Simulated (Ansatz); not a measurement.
# CH3OSi: the cost of one run

The runs use Ansatz 0.2.0, Gaussian basis; Hartree-Fock/cc-pVDZ.

## (1) The system as given

SMILES `C[Si+]=O`, 6 atoms, charge 1, spin multiplicity 1.

Atoms are counted from 1 here; the program's logs count them from 0.

Bond lengths: C1–Si2 1.840 Å, C1–H4 1.101 Å, C1–H5 1.101 Å, C1–H6 1.101 Å, Si2–O3 1.484 Å. Angles: Si2–C1–H4 111.1°, Si2–C1–H5 111.2°, Si2–C1–H6 111.1°, H4–C1–H5 107.8°, H4–C1–H6 107.7°, H5–C1–H6 107.7°, C1–Si2–O3 179.9°.

Coordinates:

```
C    -0.3761    0.4657   -0.2824
Si    0.6684   -0.8294    0.5024
O     1.5126   -1.8719    1.1361
H     0.1459    1.4347   -0.3081
H    -1.3180    0.6059    0.2706
H    -0.6328    0.1951   -1.3186
```

## (2) Dynamics

Input file md/in.yaml:

```yaml
crystal:
  periodic: [false, false, false]
  atoms:
    - {symbol: C, position_ang: [-0.376070, 0.465680, -0.282420]}
    - {symbol: Si, position_ang: [0.668360, -0.829430, 0.502400]}
    - {symbol: O, position_ang: [1.512560, -1.871890, 1.136130]}
    - {symbol: H, position_ang: [0.145950, 1.434680, -0.308130]}
    - {symbol: H, position_ang: [-1.317970, 0.605890, 0.270610]}
    - {symbol: H, position_ang: [-0.632830, 0.195070, -1.318600]}
basis:
  gaussian: {orbitals: cc-pVDZ}
total_charge: 1
hamiltonian: {xc: hf}
md: {n_steps: 60, timestep: 0.5, temperature: 300, ensemble: nvt_nose_hoover, seed: 759, initial_velocities: maxwell_boltzmann}
```

Run with:

```sh
$ ansatz run in.yaml --threads 2 --pin off --events-out ev --progress --plain --max-ram 3481MiB
```

Q: Estimate wall time and peak memory on 2 threads of Arm Neoverse V1, shared host.

About 23 s, with a peak of 0.09 GiB.
